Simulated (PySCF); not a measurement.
## C2H6O, SMILES `COC` (charge 0, multiplicity 1)

Level of theory: PySCF with TPSSh-D3(BJ)/def2-TZVP // BP86-D3(BJ)/def2-SVP.

```json
{
 "HOMO": "-6.60 eV",
 "dipole_moment": "0.247 e·Å",
 "LUMO": "1.11 eV",
 "HOMO–LUMO gap": "7.71 eV",
 "total_energy": "-155.0987 Ha",
 "cost": "very roughly 2.6 core-minutes"
}
```

Bond lengths (Å): C1–O2 1.408, C1–H4 1.120, C1–H5 1.120, C1–H6 1.108, O2–C3 1.408, C3–H7 1.120, C3–H8 1.120, C3–H9 1.108. Bond angles (°): O2–C1–H4 112.3, O2–C1–H5 112.3, O2–C1–H6 107.9, H4–C1–H5 107.4, H4–C1–H6 108.4, H5–C1–H6 108.5, C1–O2–C3 112.5, O2–C3–H7 112.3, O2–C3–H8 112.3, O2–C3–H9 107.9, H7–C3–H8 107.4, H7–C3–H9 108.5, H8–C3–H9 108.4.
